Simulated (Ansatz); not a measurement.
**Al2H, doublet in cc-pVDZ: errors against full CI**

Geometry: a point of a stretch scan, not a stationary point.

```xyz
3

Al    0.0000    0.0000    0.5706
Al    0.0000    0.0000   -2.7604
H     0.0000    0.0000    2.1898
```

Basis cc-pVDZ; Ansatz 0.2.0. Correlated methods freeze the noble-gas cores, which leaves 7 electrons in 31 orbitals. R marks a restricted (for open shells ROHF) determinant, U an unrestricted one. Active spaces: pair = (3e, 3o) about the gap; valence = (7e, 9o) chosen from the atoms' valence shells.

Full CI is exact within this basis and frozen core; it isn't the basis-set limit. The frozen core follows each run's orbitals, which can shift R against U totals by a few meV.

For open shells CISD is restricted-active-space CI with the open shells as a complete middle space.

- UHF ⟨S²⟩: 0.822
- T1 diagnostic (RCCSD): 0.0412
- largest doubles amplitude (RCCSD): 0.101
- T1 diagnostic (UCCSD): 0.0459

```csv
level,E − E(full CI) (kcal/mol),share of correlation (%),wall time
RHF,84.88,0.00,–
RMP2,26.61,68.65,–
UMP2,27.01,68.18,–
CISD,10.06,88.15,0.98 s
RCCSD,4.01,95.28,–
UCCSD,3.92,95.39,–
RCCSD(T),1.41,98.34,4.2 s
UCCSD(T),1.43,98.32,7 s
BCCD(T),1.39,98.36,2.6 s
RCCSDT,0.22,99.75,–
UCCSDT,0.22,99.75,–
RCCSDT(Q),0.05,99.94,7 s
UCCSDT(Q),0.04,99.95,15 s
RCCSDTQ,0.01,99.99,14 s (H100)
UCCSDTQ,0.01,99.99,14 s (H100)
CASSCF (valence space),41.59,51.01,–
NEVPT2 (valence space),13.93,83.59,3.4 s
MRCISD (valence space),2.91,96.57,–
MRCISD+Q (valence space),0.56,99.35,4.8 s
```

The correlation energy at full CI, counted from RHF, is -3.681 eV. That run took 14 s on 2 threads of AMD EPYC 7R13 with a shared H100 80 GB, shared host over 35,359,296 determinants.

Run but not shown, since their state or frozen core can't be matched to the reference's or they repeat it: UHF, CASSCF (pair space), NEVPT2 (pair space).

Times hold each run's SCF and search for its determinant on a shared host, so for small cases they say little of a method's own cost; rows without a card ran on 1 thread of AMD EPYC 7R13.

The full-CI state has the irrep B1 of C2v, in the program's axes (one component, if the state is degenerate).

Natural occupations of full CI about the gap: 1.949 1.900 1.839 0.949 0.081 0.074 0.053 0.042 0.025 0.011; effectively unpaired electrons, Σ n²(2−n)², 1.20.
